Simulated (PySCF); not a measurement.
Atom-mapped SMILES (the numbers label the heavy atoms): `[CH3:1][N:2]=[PH3:3]`. Each H is labelled by its parent atom.

Geometry: PBE0-D3(BJ)/def2-SVP; GIAO shifts from PySCF 2.14.0 with density-fitted response routines, gas phase, non-relativistic, averaged over equivalent atoms.

At PBE0/cc-pVDZ (76 basis functions, 3 s wall time on 1 thread of an x86-64 server CPU, shared host):
| atoms | δ (ppm) |
| --- | --- |
| C1 | 33.9 |
| N2 | 20.7 |
| P3 | -106.4 |
| H(P3) | 6.90 |
| H(C1) | 2.73 |

δ = σ(ref) − σ, references computed at the same level: 13C (196.75 ppm), 1H (31.29 ppm) vs TMS; 15N (273.12 ppm) vs NH3; H3PO4 for 31P (389.39 ppm).

Predict the values at PBE0/IGLO-III on the same geometry.

Results:


```
atoms  δ at PBE0/IGLO-III  change
   C1                34.8    +0.9
   N2                 8.5   -12.2
   P3              -106.0    +0.4
H(P3)                7.34   +0.44
H(C1)                2.86   +0.13
```

Scale: 13C (σref 183.78) and 1H (σref 31.37) against TMS; NH3 for 15N (σref 260.55); 31P (σref 306.76) vs H3PO4 (reference shieldings calculated alike).

The largest change is at N2 (nitrogen bonded to C, P). Cost: 174 basis functions, 7.4 s wall time on 1 thread of an x86-64 server CPU, shared host.

Experimental scales use liquid or dissolved standards, which lie at an offset from isolated NH3 (liquid NH3: subtract about 20 ppm) and H3PO4.
